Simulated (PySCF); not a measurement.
**H3S+ (sulfonium): levels of theory compared**

Aim: a comparison of 5 runs (HF/pc-0, HF/pc-1, HF/aug-pc-1, HF/pc-2, HF/aug-pc-2) of H3S+ (sulfonium). 

Program for the calculation: PySCF 2.14.0.

### Step 1. Starting point

H3S+ has 4 atoms, charge +1, and is taken as a singlet. SMILES: `[SH3+]`. Geometry: relaxed at GFN2-xTB.

Bond lengths: S1–H2 1.356 Å, S1–H3 1.355 Å, S1–H4 1.355 Å. Angles: H2–S1–H3 93.7°, H2–S1–H4 93.7°, H3–S1–H4 93.7°.

### Step 2. The response to a field at HF/pc-0 (run 1)

The input, calc.py:

```python
import numpy
from pyscf import gto
from pyscf.prop.polarizability import rhf

molecule = gto.M(
    atom='''
S        0.301620      -0.100910      -0.445950
H        0.848020       0.280920       0.734350
H       -0.494150      -1.037930       0.125030
H       -0.655500       0.857920      -0.413440
''',
    spin=0,
    charge=1,
    basis='pc-0',
    verbose=4,
    max_memory=1860,
)

myscf = molecule.RHF()
myscf.conv_tol = 1e-10
myscf.kernel()
if not myscf.converged:
    myscf = myscf.newton().run(myscf.mo_coeff, myscf.mo_occ)

e_tot = myscf.e_tot
print(f'total energy: {e_tot:.8f} hartree')
pol = rhf.Polarizability(myscf)
alpha = pol.polarizability()
print('isotropic polarizability %.4f bohr^3' % (numpy.trace(alpha) / 3))
alpha_w = pol.polarizability_with_freq(freq=0.0774)
beta = pol.hyper_polarizability()
```

Run with:

```sh
$ OMP_NUM_THREADS=1 python calc.py
```

The log of the run:

```text
PySCF version 2.14.0

[... 54 lines left out ...]
converged SCF energy = -398.711273748329
total energy: -398.71127375 hartree
[... 2 lines left out ...]
isotropic polarizability 13.6721 bohr^3
```

Wall time 0.79 s (1 thread of Intel Xeon Platinum 8488C (Sapphire Rapids), shared host); peak memory 0.12 GiB.

### Step 3. The polarisability at HF/pc-1 (run 2)

The input, run.py:

```python
import numpy
from pyscf import gto, scf
from pyscf.prop.polarizability import rhf

mol = gto.Mole()
mol.atom = [
    ('S', (0.301620, -0.100910, -0.445950)),
    ('H', (0.848020, 0.280920, 0.734350)),
    ('H', (-0.494150, -1.037930, 0.125030)),
    ('H', (-0.655500, 0.857920, -0.413440)),
]
mol.basis = 'pc-1'
mol.spin = 0
mol.verbose = 3
mol.max_memory = 1860
mol.charge = 1
mol.build()

calc0 = scf.RHF(mol)
calc0.conv_tol = 1e-10
calc0.kernel()
if not calc0.converged:
    calc0 = calc0.newton().run(calc0.mo_coeff, calc0.mo_occ)

e_tot = calc0.e_tot
print(f'total energy: {e_tot:.8f} hartree')
pol = rhf.Polarizability(calc0)
alpha = pol.polarizability()
print('isotropic polarizability %.4f bohr^3' % (numpy.trace(alpha) / 3))
alpha_w = pol.polarizability_with_freq(freq=0.0774)
beta = pol.hyper_polarizability()
```

Run with:

```sh
$ OMP_NUM_THREADS=1 python run.py
```

The log of the run:

```text
converged SCF energy = -398.955288066968
total energy: -398.95528807 hartree
isotropic polarizability 14.6123 bohr^3
```

Run time: 1.1 s. Hardware: 1 thread of Intel Xeon Platinum 8488C (Sapphire Rapids), shared host; peak memory 0.11 GiB.

### Step 4. The response to a field at HF/aug-pc-1 (run 3)

The input, input.py:

```python
import numpy
from pyscf import gto, scf
from pyscf.prop.polarizability import rhf

mol = gto.M(
    atom=[
    ('S', (0.301620, -0.100910, -0.445950)),
    ('H', (0.848020, 0.280920, 0.734350)),
    ('H', (-0.494150, -1.037930, 0.125030)),
    ('H', (-0.655500, 0.857920, -0.413440)),
],
    basis='aug-pc-1',
    max_memory=1860,
    spin=0,
    charge=1,
    verbose=4,
)

myscf = scf.RHF(mol)
myscf.conv_tol = 1e-10
myscf.kernel()
if not myscf.converged:
    myscf = myscf.newton().run(myscf.mo_coeff, myscf.mo_occ)

e_tot = myscf.e_tot
print(f'total energy: {e_tot:.8f} hartree')
pol = rhf.Polarizability(myscf)
alpha = pol.polarizability()
print('isotropic polarizability %.4f bohr^3' % (numpy.trace(alpha) / 3))
alpha_w = pol.polarizability_with_freq(freq=0.0774)
beta = pol.hyper_polarizability()
```

Run with:

```sh
$ OMP_NUM_THREADS=1 python input.py
```

The log of the run:

```text
PySCF version 2.14.0

[... 56 lines left out ...]
converged SCF energy = -398.962786672162
total energy: -398.96278667 hartree
[... 2 lines left out ...]
isotropic polarizability 17.3465 bohr^3
```

Run time: 3.6 s. Hardware: 1 thread of Intel Xeon Platinum 8488C (Sapphire Rapids), shared host; peak memory 0.12 GiB.

Run 4 isn't shown in full; the table further down has it.

### Step 5. The polarisability at HF/aug-pc-2 (run 5)

The input, geometry.xyz:

```xyz
4

S      0.301620    -0.100910    -0.445950
H      0.848020     0.280920     0.734350
H     -0.494150    -1.037930     0.125030
H     -0.655500     0.857920    -0.413440
```

The input, job.py:

```python
# sulfonium
import numpy
from pyscf import gto
from pyscf.prop.polarizability import rhf

molecule = gto.M(
    atom='geometry.xyz',
    charge=1,
    basis='aug-pc-2',
    verbose=3,
    max_memory=1860,
)

mf = molecule.RHF()
mf.conv_tol = 1e-10
mf.kernel()
if not mf.converged:
    mf = mf.newton().run(mf.mo_coeff, mf.mo_occ)

energy = mf.e_tot
print(f'total energy: {energy:.8f} hartree')
pol = rhf.Polarizability(mf)
alpha = pol.polarizability()
print('isotropic polarizability %.4f bohr^3' % (numpy.trace(alpha) / 3))
alpha_w = pol.polarizability_with_freq(freq=0.0774)
beta = pol.hyper_polarizability()
```

Run with:

```sh
$ OMP_NUM_THREADS=1 python job.py
```

The log of the run:

```text
converged SCF energy = -398.990439852
total energy: -398.99043985 hartree
isotropic polarizability 17.4581 bohr^3
```

It took 73 s on 1 thread of Intel Xeon Platinum 8488C (Sapphire Rapids), shared host; peak memory 0.33 GiB.

### Step 6. Overview of the runs

```csv
run,level,energy (Eh),HOMO energy (eV),LUMO energy (eV),HOMO–LUMO gap (eV),wall time
1,HF/pc-0,-398.711274,-21.46,-2.85,18.60,0.79 s
2,HF/pc-1,-398.955288,-21.50,-2.95,18.56,1.1 s
3,HF/aug-pc-1,-398.962787,-21.47,-3.81,17.66,3.6 s
4,HF/pc-2,-398.989474,-21.48,-3.26,18.22,14 s
5,HF/aug-pc-2,-398.990440,-21.48,-3.80,17.69,73 s
```

Convergence of the total energy of singlet H3S+ with the basis set, against the last point:

```csv
basis set,from the last (mEh),wall time
pc-0,+279.166,0.79 s
pc-1,+35.152,1.1 s
aug-pc-1,+27.653,3.6 s
pc-2,+0.966,14 s
aug-pc-2,+0.000,73 s
```

Convergence of the HOMO energy of singlet H3S+ with the basis set, against the last point:

```csv
basis set,from the last (eV),wall time
pc-0,+0.0242,0.79 s
pc-1,-0.0200,1.1 s
aug-pc-1,+0.0143,3.6 s
pc-2,-0.0009,14 s
aug-pc-2,+0.0000,73 s
```

### Step 7. What came out

| quantity | value |
| --- | --- |
| run 5: total energy | -398.99044 Eh |
| run 5: HOMO energy | -21.48 eV |
| run 5: LUMO energy | -3.80 eV |
| run 5: HOMO–LUMO gap | 17.69 eV |
| run 5: mean static polarisability | 17.5 bohr³ |
| run 5: mean polarisability at ω = 0.0774 Eh | 17.8 bohr³ |

What this shows: For the total energy of singlet H3S+ to stay within 10 mEh of the last point, pc-2 is the first point of the series from which all later ones do (14 s against 73 s). For the total energy of singlet H3S+ to stay within 2 mEh of the last point, pc-2 is the first point of the series from which all later ones do (14 s against 73 s). For the HOMO energy of singlet H3S+ to stay within 0.01 eV of the last point, pc-2 is the first point of the series from which all later ones do (14 s against 73 s). For the HOMO energy of singlet H3S+ to stay within 0.001 eV of the last point, pc-2 is the first point of the series from which all later ones do (14 s against 73 s). The HOMO–LUMO gap runs from 17.66 eV (HF/aug-pc-1) to 18.60 eV (HF/pc-0). All runs together took 93 s, the longest 73 s.
